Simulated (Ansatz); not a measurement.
Trigonal Te, treated with PBE-D4 (Ansatz, a first-principles code, plane waves, PAW).

Run with plane-wave cutoff 500 eV, 12×12×6 k mesh (along the axes of the cell as run), gaussian smearing 0.02 eV, scalar-relativistic PAW data made under PBE.

Cell (relaxed at this level):

```cif
data_Te3
_chemical_formula_sum 'Te3'
_space_group_name_H-M_alt 'P 1'
_space_group_IT_number 1
_cell_length_a 4.31130
_cell_length_b 4.31130
_cell_length_c 5.96857
_cell_angle_alpha 90.000
_cell_angle_beta 90.000
_cell_angle_gamma 120.000
loop_
_space_group_symop_operation_xyz
  'x, y, z'
loop_
_atom_site_label
_atom_site_type_symbol
_atom_site_fract_x
_atom_site_fract_y
_atom_site_fract_z
_atom_site_occupancy
Te1 Te 0.00000 0.28526 0.66667 1
Te2 Te 0.71474 0.71474 0.00000 1
Te3 Te 0.28526 0.00000 0.33333 1
```

Task: Estimate the band gap that the calculation returns.

Result: 
band gap: 0.03 eV (under three smearing widths, so not firm)

Measured, for comparison: band gap 0.33 eV (temperature not stated, not corrected to a static lattice, compiled measured gap; kind and temperature not stated; as tabulated in Kothakonda et al. (2022), arXiv:2208.02841).

Spin–orbit coupling is not included; with these elements it can move the gap by several tenths of an eV or more.

The computed numbers hold no vibrational or temperature effects.
